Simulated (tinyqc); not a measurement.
The basis set: RHF and MP2 along a ladder of basis sets, for CH3+, spin multiplicity 1. Computed by the program tinyqc with PySCF. 

Geometry (angstrom):
```
atom        x        y       z
C      0.0000   0.0000  0.0700
H      1.0370   0.0000  0.0000
H     -0.5180   0.8980  0.0000
H     -0.5180  -0.8980  0.0000
```

Same geometry throughout; the dipole is taken about the origin.

RHF and frozen-core MP2 in a ladder of bases:
```
basis        functions  E(RHF) (hartree)  E(MP2 corr) (hartree)  HOMO (eV)  LUMO (eV)  dipole (debye)
sto-3g               8        -38.759817              -0.037639   -27.1321    -7.1118          0.2508
3-21g               15        -39.003808              -0.064909   -26.6022    -7.9287          0.2253
6-31g               15        -39.210813              -0.062435   -26.5064    -7.8314          0.2264
6-31g**             29        -39.230420              -0.107902   -26.5082    -7.7581          0.2366
cc-pvdz             29        -39.227965              -0.103547   -26.4764    -7.8024          0.2505
aug-cc-pvdz         50        -39.228975              -0.106480   -26.4741    -7.9044          0.2479
cc-pvtz             72        -39.242077              -0.130813   -26.5020    -7.8589          0.2441
```

From cc-pVDZ to cc-pVTZ the RHF energy falls by 14.1 mhartree and the correlation energy by 27.3. If valence correlation converges as X^-3, (27 E(T) - 8 E(D))/19 gives -0.1423 hartree, a rough estimate from such small X that usually falls short; STO-3G holds about 26 % of it. Beyond STO-3G the LUMO moves by 0.2 eV and the HOMO by 0.1 eV.
